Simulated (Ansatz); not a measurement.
Born–Oppenheimer molecular dynamics of AlH₃ (4 atoms, charge 0, multiplicity 1). It starts from a relaxed structure.

Computed with RKS PBE-D4/def2-TZVP (Ansatz 0.2.0).

| Property | Result |
| --- | --- |
| ensemble | NVE (Milne-controlled integrator) |
| time step | 0.5 fs |
| steps asked | 500 |
| starting velocities drawn for | 700 K |
| masses | H 2.014 u |
| seed | 121275 |

Frames 5 fs apart, positions in Å.

Velocities at 165.0 fs (Å/ps):

```
Al -0.38 -0.12 0.57
H -2.34 0.59 0.27
H 10.25 0.60 -8.05
H -2.87 0.49 0.16
```

```xyz
4
Properties=species:S:1:pos:R:3 time_fs=165.0 energy_less_start_eV=0.161 T=77
Al 0.007 0.000 0.011
H -0.168 0.002 1.555
H 1.405 0.005 -0.967
H -1.338 -0.006 -0.729
4
Properties=species:S:1:pos:R:3 time_fs=170.0 energy_less_start_eV=0.106 T=291
Al 0.011 -0.001 0.009
H -0.159 0.005 1.587
H 1.405 0.007 -0.954
H -1.386 -0.004 -0.756
4
Properties=species:S:1:pos:R:3 time_fs=175.0 energy_less_start_eV=0.062 T=460
Al 0.016 -0.001 0.001
H -0.110 0.007 1.635
H 1.328 0.009 -0.854
H -1.438 -0.003 -0.799
4
Properties=species:S:1:pos:R:3 time_fs=180.0 energy_less_start_eV=0.101 T=309
Al 0.012 -0.001 -0.004
H -0.031 0.009 1.631
H 1.300 0.010 -0.760
H -1.423 -0.002 -0.813
4
Properties=species:S:1:pos:R:3 time_fs=185.0 energy_less_start_eV=0.016 T=639
Al -0.008 -0.001 -0.003
H 0.055 0.009 1.579
H 1.406 0.011 -0.741
H -1.356 -0.003 -0.800
4
Properties=species:S:1:pos:R:3 time_fs=190.0 energy_less_start_eV=0.144 T=145
Al -0.024 -0.001 0.000
H 0.126 0.007 1.547
H 1.515 0.011 -0.742
H -1.324 -0.005 -0.807
4
Properties=species:S:1:pos:R:3 time_fs=195.0 energy_less_start_eV=0.106 T=288
Al -0.022 -0.001 -0.001
H 0.166 0.005 1.577
H 1.507 0.009 -0.716
H -1.372 -0.008 -0.854
4
Properties=species:S:1:pos:R:3 time_fs=200.0 energy_less_start_eV=0.098 T=320
Al -0.010 0.000 -0.004
H 0.162 0.003 1.624
H 1.398 0.006 -0.678
H -1.421 -0.011 -0.888
4
Properties=species:S:1:pos:R:3 time_fs=205.0 energy_less_start_eV=0.115 T=254
Al -0.003 0.001 -0.005
H 0.110 0.000 1.626
H 1.326 0.003 -0.695
H -1.403 -0.013 -0.866
4
Properties=species:S:1:pos:R:3 time_fs=210.0 energy_less_start_eV=0.012 T=655
Al -0.005 0.001 0.001
H 0.025 -0.002 1.585
H 1.381 0.001 -0.798
H -1.340 -0.015 -0.802
4
Properties=species:S:1:pos:R:3 time_fs=215.0 energy_less_start_eV=0.116 T=252
Al -0.003 0.001 0.008
H -0.067 -0.003 1.561
H 1.439 0.001 -0.903
H -1.327 -0.015 -0.760
4
Properties=species:S:1:pos:R:3 time_fs=220.0 energy_less_start_eV=0.079 T=394
Al 0.010 0.001 0.008
H -0.141 -0.003 1.593
H 1.403 0.002 -0.930
H -1.396 -0.015 -0.770
```

Of the whole run (250 fs, mean temperature of the second half 351 K): The conserved energy stayed within 0.0028 meV per atom of its start (net change 0.0015 meV per atom), so the integration is sound. Over the second half the temperature averaged 0.50 of the 700 K drawn at the start: a run that starts near a minimum puts about half its kinetic energy into the potential. A run of 0.25 ps of so small a system gives no equilibrium averages.

Run time: 3.8 min on 1 thread of Arm Neoverse V2 (shared host), peak memory 0.084 GiB.
